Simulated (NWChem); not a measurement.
# Polarisability of FLi

SMILES: [Li][F]
```xyz
2

Li     0.0000     0.0000    -1.1467
F      0.0000     0.0000     0.3822
```
Charge 0, spin multiplicity 1.

The numbers come from NWChem runs, not from measurements. The geometry was optimised at B3LYP/def2-SVP, a minimum by its harmonic frequencies.

Basis set: aug-cc-pVDZ. Static limit.

The correlated methods keep 1 core orbital frozen. B3LYP has NWChem's definition, with VWN1-RPA local correlation. The structure started from a generated list of species. Coupled-cluster values serve here as a point of comparison, not as the truth.

| method | isotropic polarisability (bohr³) |
|---|---|
| PBE | 11.39 |
| LDA (SVWN5) | … |
| HF | … |
| B3LYP | 9.91 |
| CCSD linear response | 8.95 |

Problem. Fill in the missing entries.

Solution. 
- LDA (SVWN5), isotropic polarisability (bohr³): 11.13
- HF, isotropic polarisability (bohr³): 6.79
